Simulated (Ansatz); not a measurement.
**C2H2O: how energies converge with the basis set**

One table from this session's results is given with a row withheld; the runs are named, their logs left out.

The runs use Ansatz 0.2.0, Gaussian basis; one geometry, several basis sets.

The runs, in order: PBE0-D4/def2-SVP; ωB97M-V/def2-SVP; PBE0-D4/def2-QZVPP; ωB97M-V/def2-QZVPP; CCSD(T)/cc-pV(D+d)Z; CCSD(T)/cc-pV(T+d)Z; CCSD(T)/cc-pV(Q+d)Z; the functionals' def2-TZVPP values are taken from earlier runs.

1 further run of the same task is left out (it didn't finish).

## The geometry

An earlier PBE0-D4 in a triple-zeta def2 set relaxation fixed the geometry.

5 atoms, charge 0, spin multiplicity 1.

Atoms are counted from 1 here; the program's logs count them from 0.

Bond lengths: C1–C2 1.348 Å, C1–O3 1.262 Å, C1–H4 1.091 Å, C2–H5 1.086 Å. Angles: C2–C1–O3 90.8°, C2–C1–H4 141.0°, O3–C1–H4 127.7°, C1–C2–H5 122.3°.

Geometry (Å):

```mol
C2H2O
  3D, bonds by distance, orders not assigned

  5  4  0  0  0  0  0  0  0  0999 V2000
   -0.4167   -0.2653   -0.1899 C   0  0
    0.2610    0.6904    0.4759 C   0  0
    0.2546   -1.1666    0.3840 O   0  0
   -1.2748   -0.3916   -0.8510 H   0  0
    1.2259    1.0593    0.1396 H   0  0
  1  2  8  0
  1  3  8  0
  1  4  8  0
  2  5  8  0
M  END
```

Set-up of the first run:

The input, in.yaml:

```yaml
crystal:
  periodic: [false, false, false]
  atoms:
    - {symbol: C, position_ang: [-0.416670, -0.265255, -0.189918]}
    - {symbol: C, position_ang: [0.261004, 0.690431, 0.475868]}
    - {symbol: O, position_ang: [0.254570, -1.166577, 0.384047]}
    - {symbol: H, position_ang: [-1.274781, -0.391553, -0.850994]}
    - {symbol: H, position_ang: [1.225877, 1.059253, 0.139597]}
basis:
  gaussian: {orbitals: def2-SVP}
hamiltonian: {xc: pbe0, dispersion: d4}
output: {orbitals: {seedname: orbitals}}
```

The run is started by

```
ansatz run in.yaml --threads 2 --pin off --events-out ev --progress --plain --max-ram 4352MiB
```

Steps of the session up to this table: PBE0-D4 in def2-SVP; ωB97M-V in def2-SVP; PBE0-D4 in def2-QZVPP; ωB97M-V in def2-QZVPP.

One of the session's tables, all rows but one given; the rest of the session is left out.

It belongs to the step «Functionals by basis». 

| functional | basis | HOMO (eV) |
| --- | --- | --- |
| PBE0-D4 | def2-SVP | -6.76 |
| PBE0-D4 | def2-TZVPP | ? |
| PBE0-D4 | def2-QZVPP | -6.97 |
| ωB97M-V | def2-SVP | -9.00 |
| ωB97M-V | def2-TZVPP | -9.21 |
| ωB97M-V | def2-QZVPP | -9.25 |

Estimate the missing values for PBE0-D4, def2-TZVPP.

The run gave: HOMO (eV): -6.93. In the column «HOMO (eV)» it lies between PBE0-D4, def2-QZVPP (-6.97) and PBE0-D4, def2-SVP (-6.76).
